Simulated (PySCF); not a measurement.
Species: C4H6N2.
Bonds: C1–N2, N2–C3 (aromatic), C3–C4 (aromatic), C4–C5 (aromatic), C5–N6 (aromatic), N2–N6 (aromatic). Hydrogens: H7, H8, H9 on C1; H10 on C3; H11 on C4; H12 on C5.

The same species was optimised twice, with GFN2-xTB and with PBE0-D3(BJ)/def2-SVP (PySCF), and the same property calculations (PySCF, gas phase) were run on both structures.

```
  coordinate  GFN2-xTB  PBE0-D3(BJ)/def2-SVP  change
   C4–C5 (Å)     1.401                 1.411  +0.010
   N2–C3 (Å)     1.348                 1.355  +0.007
   C5–N6 (Å)     1.319                 1.326  +0.007
   C3–C4 (Å)     1.376                 1.382  +0.006
   C1–N2 (Å)     1.434                 1.439  +0.005
   N2–N6 (Å)     1.328                 1.330  +0.002
C1–N2–N6 (°)     120.7                 119.7    -1.0
C3–N2–N6 (°)     111.7                 112.6    +0.9
N2–N6–C5 (°)     106.1                 105.3    -0.8
C4–C5–N6 (°)     110.9                 111.5    +0.6
C3–C4–C5 (°)     104.4                 104.0    -0.4
N2–C3–C4 (°)     106.9                 106.6    -0.3
C1–N2–C3 (°)     127.6                 127.6     0.0
```

Rotational constants: A = 9200, B = 3769, C = 2719 MHz (GFN2-xTB) against A = 9044, B = 3755, C = 2699 MHz (PBE0-D3(BJ)/def2-SVP). Atoms that the bonding makes alike are paired by their places after alignment.

On the GFN2-xTB structure: HOMO (eV) -7.09 [PBE0/pcSseg-1]; LUMO (eV) 0.55 [PBE0/pcSseg-1]; dipole (D) 2.37 [PBE0/pcSseg-1]; GIAO shielding of C1 (ppm) 147.4 [PBE0/pcSseg-1]; GIAO shielding of N2 (ppm) 42.3 [PBE0/pcSseg-1]; GIAO shielding of C3 (ppm) 55.2 [PBE0/pcSseg-1]; GIAO shielding of C4 (ppm) 74.1 [PBE0/pcSseg-1]; GIAO shielding of C5 (ppm) 45.9 [PBE0/pcSseg-1]; GIAO shielding of N6 (ppm) -84.3 [PBE0/pcSseg-1].

**Question.** What do these properties become on the PBE0-D3(BJ)/def2-SVP structure?

**Answer.** 
```json
{"property": "HOMO (eV)", "level": "PBE0/pcSseg-1", "on GFN2-xTB": "-7.09", "on PBE0-D3(BJ)/def2-SVP": "-7.06", "change": "+0.03"}
{"property": "LUMO (eV)", "level": "PBE0/pcSseg-1", "on GFN2-xTB": "0.55", "on PBE0-D3(BJ)/def2-SVP": "0.52", "change": "-0.03"}
{"property": "dipole (D)", "level": "PBE0/pcSseg-1", "on GFN2-xTB": "2.37", "on PBE0-D3(BJ)/def2-SVP": "2.41", "change": "+0.04"}
{"property": "energy, GFN2-xTB geometry as zero (kcal/mol)", "level": "PBE0/pcSseg-1", "on GFN2-xTB": "0.0", "on PBE0-D3(BJ)/def2-SVP": "-0.5", "change": "-0.5"}
{"property": "GIAO shielding of C1 (ppm)", "level": "PBE0/pcSseg-1", "on GFN2-xTB": "147.4", "on PBE0-D3(BJ)/def2-SVP": "145.4", "change": "-2.0"}
{"property": "GIAO shielding of N2 (ppm)", "level": "PBE0/pcSseg-1", "on GFN2-xTB": "42.3", "on PBE0-D3(BJ)/def2-SVP": "39.5", "change": "-2.8"}
{"property": "GIAO shielding of C3 (ppm)", "level": "PBE0/pcSseg-1", "on GFN2-xTB": "55.2", "on PBE0-D3(BJ)/def2-SVP": "51.7", "change": "-3.5"}
{"property": "GIAO shielding of C4 (ppm)", "level": "PBE0/pcSseg-1", "on GFN2-xTB": "74.1", "on PBE0-D3(BJ)/def2-SVP": "74.3", "change": "+0.2"}
{"property": "GIAO shielding of C5 (ppm)", "level": "PBE0/pcSseg-1", "on GFN2-xTB": "45.9", "on PBE0-D3(BJ)/def2-SVP": "41.1", "change": "-4.8"}
{"property": "GIAO shielding of N6 (ppm)", "level": "PBE0/pcSseg-1", "on GFN2-xTB": "-84.3", "on PBE0-D3(BJ)/def2-SVP": "-81.3", "change": "+3.0"}
```

The heavy atoms differ by 0.013 Å rms after alignment. Among the bonds compared C4–C5 changes most (+0.010 Å). Changes are differences of the printed values. Neither structure is proved a minimum here.
